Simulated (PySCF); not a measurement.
**BH2 (boron dihydride): UMP2/def2-QZVPP**

Aim: the vertical ionisation energy of BH2 (boron dihydride) at UMP2/def2-QZVPP, from 2 runs. 

Program for the calculation: PySCF 2.14.0.

## 1. The molecule

The species is BH2 (3 atoms), meant as a doublet with charge 0. SMILES: `[BH2]`. The coordinates come from a GFN2-xTB relaxation.

Bond lengths: B1–H2 1.159 Å, B1–H3 1.159 Å. Angles: H2–B1–H3 128.4°.

## 2. A single-point energy at UMP2/def2-QZVPP

run.py reads:

```python
from pyscf import gto, mp

mol = gto.M(
    atom=[
    ('B', (0.262840, -0.166230, 0.128640)),
    ('H', (0.280020, 0.985320, 0.260980)),
    ('H', (-0.542860, -0.819090, -0.389630)),
],
    spin=1,
    basis='def2-qzvpp',
    max_memory=1860,
    verbose=4,
)

calc0 = mol.UHF()
calc0.conv_tol = 1e-10
calc0.kernel()
if not calc0.converged:
    calc0 = calc0.newton().run(calc0.mo_coeff, calc0.mo_occ)

pt = mp.MP2(calc0, frozen=1).run()
e_final = pt.e_tot
print('E(%s) = %.9f' % ('MP2', e_final))
```

Run with:

```
$ OMP_NUM_THREADS=1 python run.py
```

Log:

```text
PySCF version 2.14.0

[INPUT] num. atoms = 3
[INPUT] num. electrons = 7
[INPUT] charge = 0
[INPUT] spin (= nelec alpha-beta = 2S) = 1
[INPUT] symmetry False subgroup None
[INPUT] Mole.unit = angstrom
[INPUT] Symbol           X                Y                Z      unit          X                Y                Z       unit  Magmom
[INPUT]  1 B      0.262840000000  -0.166230000000   0.128640000000 AA    0.496695614581  -0.314129173686   0.243094368664 Bohr   0.0
[INPUT]  2 H      0.280020000000   0.985320000000   0.260980000000 AA    0.529161109401   1.861984945056   0.493180723989 Bohr   0.0
[INPUT]  3 H     -0.542860000000  -0.819090000000  -0.389630000000 AA   -1.025856723981  -1.547855771370  -0.736293989914 Bohr   0.0

nuclear repulsion = 4.81824384906663
number of shells = 37
number of NR pGTOs = 143
number of NR cGTOs = 117
basis = def2-qzvpp
ecp = {}

[... 65 lines left out ...]
converged SCF energy = -25.7617657076964  <S^2> = 0.75374781  2S+1 = 2.0037443
[... 1 line left out ...]
******** <class 'pyscf.mp.ump2.UMP2'> ********
nocc = (np.int64(3), np.int64(2)), nmo = (116, 116)
frozen orbitals 1
E(UMP2) = -25.8493006473611  E_corr = -0.0875349396646755
E(SCS-UMP2) = -25.8582527334162  E_corr = -0.0964870257198092
E_corr(same-spin) = -0.0098710406282324
E_corr(oppo-spin) = -0.0776638990364431
E(MP2) = -25.849300647
```

It took 4.8 s on 1 thread of Arm Neoverse V2, shared host; peak memory 0.32 GiB.

## 3. The singlet cation

calc.py reads:

```python
from pyscf import gto, scf, mp

molecule = gto.M(
    atom='''
B      0.496696    -0.314129     0.243094
H      0.529161     1.861985     0.493181
H     -1.025857    -1.547856    -0.736294
''',
    basis='def2-qzvpp',
    verbose=4,
    max_memory=1860,
    unit='bohr',
    charge=1,
    spin=0,
)

mf = scf.RHF(molecule)
mf.conv_tol = 1e-10
mf.kernel()
if not mf.converged:
    mf = mf.newton().run(mf.mo_coeff, mf.mo_occ)

pt = mp.MP2(mf, frozen=1).run()
e_final = pt.e_tot
print('E = %.10f Eh' % e_final)
```

Run with:

```
$ OMP_NUM_THREADS=1 python calc.py
```

Log:

```text
PySCF version 2.14.0

[INPUT] num. atoms = 3
[INPUT] num. electrons = 6
[INPUT] charge = 1
[INPUT] spin (= nelec alpha-beta = 2S) = 0
[INPUT] symmetry False subgroup None
[INPUT] Mole.unit = bohr
[INPUT] Symbol           X                Y                Z      unit          X                Y                Z       unit  Magmom
[INPUT]  1 B      0.262840203955  -0.166229908089   0.128639804911 AA    0.496696000000  -0.314129000000   0.243094000000 Bohr   0.0
[INPUT]  2 H      0.280019942108   0.985320029075   0.260980146059 AA    0.529161000000   1.861985000000   0.493181000000 Bohr   0.0
[INPUT]  3 H     -0.542860146063  -0.819090120986  -0.389630005337 AA   -1.025857000000  -1.547856000000  -0.736294000000 Bohr   0.0

nuclear repulsion = 4.81824332927891
number of shells = 37
number of NR pGTOs = 143
number of NR cGTOs = 117
basis = def2-qzvpp
ecp = {}

******** <class 'pyscf.scf.hf.RHF'> ********
method = RHF
initial guess = minao
damping factor = 0
level_shift factor = 0
DIIS = <class 'pyscf.scf.diis.CDIIS'>
diis_start_cycle = 1
diis_space = 8
diis_damp = 0
SCF conv_tol = 1e-10
SCF conv_tol_grad = None
SCF max_cycles = 50
direct_scf = True
direct_scf_tol = 1e-13
Set gradient conv threshold to 1e-05
Initial guess from minao.
init E= -25.5457835217068
  HOMO = -0.393777574576207  LUMO = -0.0676396843976041  gap/eV = 8.87466
cycle= 1 E= -25.3894452562074  delta_E= 0.156  |g|= 0.325  |ddm|= 0.841
  HOMO = -0.907943239238431  LUMO = -0.351847233016498  gap/eV = 15.13214
cycle= 2 E= -25.4424195401727  delta_E= -0.053  |g|= 0.0635  |ddm|= 0.271
  HOMO = -0.872098637306712  LUMO = -0.288108430050127  gap/eV = 15.89118
cycle= 3 E= -25.4444586814133  delta_E= -0.00204  |g|= 0.0151  |ddm|= 0.0611
  HOMO = -0.871964258905889  LUMO = -0.287647901594538  gap/eV = 15.90006
cycle= 4 E= -25.4446137438038  delta_E= -0.000155  |g|= 0.00264  |ddm|= 0.0193
  HOMO = -0.872291905382961  LUMO = -0.288076524349234  gap/eV = 15.89731
cycle= 5 E= -25.4446194438291  delta_E= -5.7e-06  |g|= 0.000525  |ddm|= 0.00337
  HOMO = -0.872294414705551  LUMO = -0.288124724739244  gap/eV = 15.89607
cycle= 6 E= -25.4446196445078  delta_E= -2.01e-07  |g|= 5.31e-05  |ddm|= 0.000612
  HOMO = -0.872283425588998  LUMO = -0.28812708700963  gap/eV = 15.89570
cycle= 7 E= -25.4446196458735  delta_E= -1.37e-09  |g|= 5.52e-06  |ddm|= 8.07e-05
  HOMO = -0.872281903684398  LUMO = -0.288126742873854  gap/eV = 15.89567
cycle= 8 E= -25.4446196458889  delta_E= -1.54e-11  |g|= 2.84e-07  |ddm|= 8.35e-06
  HOMO = -0.872281924227176  LUMO = -0.288126713279532  gap/eV = 15.89567
Extra cycle  E= -25.4446196458892  delta_E= -2.98e-13  |g|= 6.53e-08  |ddm|= 7.95e-07
converged SCF energy = -25.4446196458892

******** <class 'pyscf.mp.mp2.RMP2'> ********
nocc = 2, nmo = 116
frozen orbitals 1
E(RMP2) = -25.5193144366156  E_corr = -0.0746947907264272
E(SCS-RMP2) = -25.5311058436788  E_corr = -0.0864861977896224
E_corr(same-spin) = -0.00363178971010408
E_corr(oppo-spin) = -0.0710630010163231
E = -25.5193144366 Eh
```

It took 2.5 s on 1 thread of Arm Neoverse V2, shared host; peak memory 0.3 GiB.

## 4. Results

At UMP2/def2-QZVPP, 1 core orbital frozen:

| quantity | value |
| --- | --- |
| doublet BH2: total energy | -25.84930 Eh |
| doublet BH2: dipole moment (Hartree–Fock density) | 0.48 D |
| doublet BH2: HOMO energy (Hartree–Fock orbitals) (highest over α and β) | -9.48 eV |
| doublet BH2: LUMO energy (Hartree–Fock orbitals) (lowest over α and β) | 1.02 eV |
| doublet BH2: correlation energy (1 core orbital frozen) | -87.5 mEh |
| doublet BH2: ⟨S²⟩ of the reference determinant | 0.754 |
| singlet cation: total energy | -25.51931 Eh |
| singlet cation: HOMO energy (Hartree–Fock orbitals) | -23.74 eV |
| singlet cation: LUMO energy (Hartree–Fock orbitals) | -7.84 eV |
| singlet cation: HOMO–LUMO gap (Hartree–Fock orbitals) | 15.90 eV |
| singlet cation: correlation energy (1 core orbital frozen) | -74.7 mEh |
| vertical ionisation energy (to the singlet cation) | 8.979 eV |

The vertical ionisation energy comes to 8.98 eV (866 kJ/mol). Only the singlet of the ionised species was computed; a triplet could lie lower. Mulliken charges (singlet cation) of the mean-field density run from +0.18 on H2 to +0.65 on B1; in a basis this large or diffuse they mean little.
